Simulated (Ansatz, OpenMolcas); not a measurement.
**SiH2O (oxosilane): from total energies to a heat of formation**

The species is SiH2O (4 atoms), meant as a singlet with charge 0. As SMILES, `O=[SiH2]`. The coordinates come from a PBE0-D4/def2-TZVP relaxation.

```xyz
4

O    -0.2832    0.4135    1.4695
Si   -0.0067    0.0098    0.0349
H     0.4399   -1.3460   -0.3762
H    -0.1500    0.9227   -1.1283
```

Total energies at M06-2X/def2-TZVPP (OpenMolcas 26.06); the atoms run unrestricted:

```
species    state  energy (Eh)
  SiH2O  singlet  -365.891982
      O  triplet   -75.066164
     Si  triplet  -289.349129
      H  doublet    -0.498139
```

Harmonic wavenumbers at PBE0-D4/def2-TZVP, in cm⁻¹: 685, 701, 1001, 1246, 2223, 2238.

Measured heats of formation of the gaseous atoms at 298.15 K, in kJ/mol: O 249.2, Si 450.0, H 218.0. Spin-orbit lowering of the atoms at 298 K (mean of the ground term's levels less their thermal mean, from spectra), in kJ/mol: O 0.40, Si 0.44. Take 1 Eh = 2625.50 kJ/mol, 1 cm⁻¹ = 0.0119627 kJ/mol, RT = 2.479 kJ/mol.

Q: What heat of formation follows?

A: 
1. Electronic atomisation energy: (-75.066164) + (-289.349129) + 2 × (-0.498139) − (-365.891982) = 0.480411 Eh = 1261.3 kJ/mol.
2. Zero-point energy: half the sum of the wavenumbers, 4047 cm⁻¹ = 48.4 kJ/mol.
3. Thermal vibrational enthalpy, Σ hcν̃/(exp(hcν̃/kT) − 1): 0.7 kJ/mol. Translation, rotation and pV of a non-linear molecule: 4 RT = 9.9 kJ/mol.
4. The 4 free atoms carry 5/2 RT each: 24.8 kJ/mol.
5. Spin-orbit coupling lowers the free atoms by 0.40 + 0.44 = 0.8 kJ/mol.
6. Atomisation enthalpy at 298 K: 1261.3 − 0.8 − 48.4 − 0.7 − 9.9 + 24.8 = 1226.3 kJ/mol.
7. Sum of the atoms' heats of formation: 1135.2 kJ/mol. Heat of formation: 1135.2 − 1226.3 = -91.1 kJ/mol.

No measured value is set beside it here. Anharmonicity and any spin-orbit splitting of the molecule are left out.
